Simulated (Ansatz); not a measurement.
# How far each method lies from RCCSDTQ for C3H8, singlet

Geometry: MP2(full)/6-31G*, from the G2/97 set.

```yaml
atoms:
  - { symbol: C, position_ang: [0.0000, 0.0000, 0.5786] }
  - { symbol: C, position_ang: [0.0000, 1.2669, -0.2693] }
  - { symbol: C, position_ang: [0.0000, -1.2669, -0.2693] }
  - { symbol: H, position_ang: [-0.8769, 0.0000, 1.2356] }
  - { symbol: H, position_ang: [0.8769, 0.0000, 1.2356] }
  - { symbol: H, position_ang: [0.0000, 2.1662, 0.3530] }
  - { symbol: H, position_ang: [0.0000, -2.1662, 0.3530] }
  - { symbol: H, position_ang: [0.8836, 1.3042, -0.9135] }
  - { symbol: H, position_ang: [-0.8836, 1.3042, -0.9135] }
  - { symbol: H, position_ang: [-0.8836, -1.3042, -0.9135] }
  - { symbol: H, position_ang: [0.8836, -1.3042, -0.9135] }
```

Basis STO-3G; Ansatz 0.2.0. Correlated methods freeze the noble-gas cores, which leaves 20 electrons in 20 orbitals. R marks a restricted (for open shells ROHF) determinant. Active spaces: frontier = (8e, 8o) about the gap.

Full CI isn't at hand for all of this; RCCSDTQ serves as the reference, and is uncertain by about the last step of the cluster series.

```
UHF ⟨S²⟩                          : 0.000
T1 diagnostic (RCCSD)             : 0.0009
largest doubles amplitude (RCCSD) : 0.047
```

Problem. From what is known of these methods and the diagnostics, rank them by the size of their error in total energy against RCCSDTQ in STO-3G, smallest first (an estimate: the text doesn't fix the numbers).
A. RCCSD
B. RCCSDT
C. NEVPT2 (frontier space)
D. NEVPT4(SD) (frontier space)
E. RHF

Solution. B (0.5 kJ/mol), A (3.6 kJ/mol), D (12.3 kJ/mol), C (95.5 kJ/mol), E (561.9 kJ/mol).

All errors are against RCCSDTQ in STO-3G. Within each family the higher level lies nearer, as is usual though not guaranteed.

Atomization energy (electronic, same basis, no zero-point term; atoms at the same level, unrestricted beside the R rows where the molecule is a closed shell, with restricted open-shell steps beyond CCSDT(Q)) at RCCSDTQ: 4492.4 kJ/mol. Errors of other levels:

| level | error (kJ/mol) |
| --- | --- |
| RHF | -402.6 |
| RMP2 | -66.6 |
| CISD | -50.8 |
| RCCSD | -3.6 |
| RCCSD(T) | -1.2 |
| BCCD(T) | -1.2 |
| RCCSDT | -0.5 |
| CISDTQ | -2.7 |
| RCCSDT(Q) | -0.1 |

This basis is far from its limit, so the value isn't to be set against a measured one. Truncated CI isn't size-consistent, which counts against it in atomization.
